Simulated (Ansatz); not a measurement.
A nudged elastic band was laid between two geometries of AlH6N (8 atoms, charge 0, multiplicity 1).

Level of theory: RKS B3LYP-D4/cc-pVDZ (Ansatz 0.2.0).

```json
{
 "movable images": "5",
 "climbing image": "yes",
 "spring": "5.0 eV/Å²",
 "optimiser": "quadratic models (default)",
 "start path": "through a guess of the saddle point",
 "force threshold": "0.05 eV/Å",
 "iteration limit": "60",
 "end points": "relaxed"
}
```

Image 0:

```xyz
8
Properties=species:S:1:pos:R:3
Al 0.022 -0.021 0.158
H 0.100 0.814 1.526
H 1.347 -0.092 -0.746
H -1.396 -0.092 -0.591
N 0.068 -1.972 0.960
H -0.191 -2.679 0.265
H 0.998 -2.224 1.306
H -0.579 -2.080 1.746
```

Image 6:

```xyz
8
Properties=species:S:1:pos:R:3
Al 0.148 -0.571 -0.918
H -0.380 -0.631 3.581
H 1.515 0.132 -1.304
H -1.252 -0.279 -1.602
N 0.186 -1.782 0.404
H -0.610 -2.331 0.720
H 1.023 -2.086 0.896
H -0.261 -0.798 2.845
```

(1) Which bonds break or form, and what moves?

(2) What energy profile does the band end with?

(3) What is the geometry of the highest image?

Results:

(1) Bonds broken: Al1–H2, N5–H8. Bonds formed: H2–H8. AlH6N becomes AlH4N + H2.

(2) The run converged. The highest image is number 2 of 0 to 6, 32.8 kcal/mol above the first end and 19.3 kcal/mol above the last; the last end lies 13.4 kcal/mol above the first. Neighbouring images differ by up to 1.4 eV, so the band resolves the path poorly. A vibrational analysis at the climbing image gives one clearly imaginary mode, 1258i cm⁻¹: a first-order saddle point. The orbitals stay closed-shell, which can raise the energy where a bond breaks towards radicals; this wasn't checked here.

| image | path coordinate (Å) | energy (kcal/mol) | Al1–H2 (Å) | N5–H8 (Å) | H2–H8 (Å) |
| --- | --- | --- | --- | --- | --- |
| 0 | 0.00 | 0.0 | 1.61 | 1.02 | 2.98 |
| 1 | 1.16 | 1.5 | 1.61 | 1.02 | 2.44 |
| 2 | 2.33 | 32.8 | 1.86 | 1.43 | 1.00 |
| 3 | 3.27 | 15.9 | 2.54 | 2.39 | 0.77 |
| 4 | 4.20 | 14.0 | 3.43 | 2.84 | 0.76 |
| 5 | 5.14 | 13.7 | 4.02 | 2.72 | 0.76 |
| 6 | 6.08 | 13.4 | 4.53 | 2.67 | 0.76 |

(3) 
```xyz
8
Properties=species:S:1:pos:R:3
Al 0.024 -0.347 -0.067
H -0.248 0.063 1.722
H 1.416 0.289 -0.486
H -1.359 -0.105 -0.810
N 0.158 -2.051 0.833
H -0.574 -2.760 0.775
H 1.057 -2.510 0.983
H -0.106 -0.926 1.671
```

The run took 2.4 min on 1 thread of Arm Neoverse V1, with other jobs on the host, peak memory 0.11 GiB.
